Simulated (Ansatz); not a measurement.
**A basis-limit estimate, worked out**

An elementary step of C₂H₅F, singlet (C₂H₅F (CCF) → C₂H₄ (C=C) + HF; F–C, C–H broken or loosened, F–H formed or tightened). “Start” and “end” are the PBE0-D4/def2-TZVP structures reached by relaxing down either side of its saddle point, with the molecules still in contact.

Program: Ansatz 0.2.0. Basis: def2-TZVPP and def2-QZVPP. Cores are frozen in the correlated methods.

Energies in eV:

| quantity | end | start |
| --- | --- | --- |
| Hartree–Fock, triple zeta (X = 3) | -4847.30298 | -4847.92720 |
| Hartree–Fock, quadruple zeta (X = 4) | -4847.53415 | -4848.15465 |
| MP2 correlation, X = 3 | -16.56773 | -16.44276 |
| MP2 correlation, X = 4 | -17.86128 | -17.72117 |
| CCSD(T) correlation, X = 3 | -17.86288 | -17.74398 |

(1) Work out the step energy at the basis limit: extrapolate Hartree–Fock as E(X) = E∞ + A exp(−7.88 √X) and the MP2 correlation as E(X) = E∞ + B X^−2.97 (the exponents that Neese and Valeev fitted for def2-TZVPP and QZVPP), then add CCSD(T) − MP2 in triple zeta.

No T1 diagnostic of these runs exceeds 0.021.

Results:

(1) Each step is linear, so take the differences first (end − start): Hartree–Fock 0.62422 (X = 3) and 0.62050 (X = 4); MP2 correlation -0.12497 and -0.14011; CCSD(T) correlation -0.11890.
Two points give E∞ = E(4) + w [E(4) − E(3)], with w = 1/(exp(7.88 (2 − √3)) − 1) = 0.1377 for Hartree–Fock and w = 1/((4/3)^2.97 − 1) = 0.7407 for the correlation.
Hartree–Fock: 0.62050 + 0.1377 × (-0.00372) = 0.6200 eV.
MP2 correlation: -0.14011 + 0.7407 × (-0.01514) = -0.1513 eV.
CCSD(T) − MP2: -0.11890 − (-0.12497) = 0.0061 eV.
Sum: 0.6200 + (-0.1513) + 0.0061 = 0.4748 eV, or 10.95 kcal/mol. Plain CCSD(T) in triple zeta gives 0.5053 eV, so the larger basis shifts the result by -0.0305 eV.

For scale, one of the runs: CCSD(T)/def2-TZVPP, 163 basis functions, launched by `ansatz run in.yaml --threads 2 --pin off --events-out ev --progress --plain --max-ram 4352MiB`. Time: 9.5 s of wall clock on 2 CPU threads of an Intel Xeon 6975P-C; the host was shared. Peak host memory: 1.4 GiB.
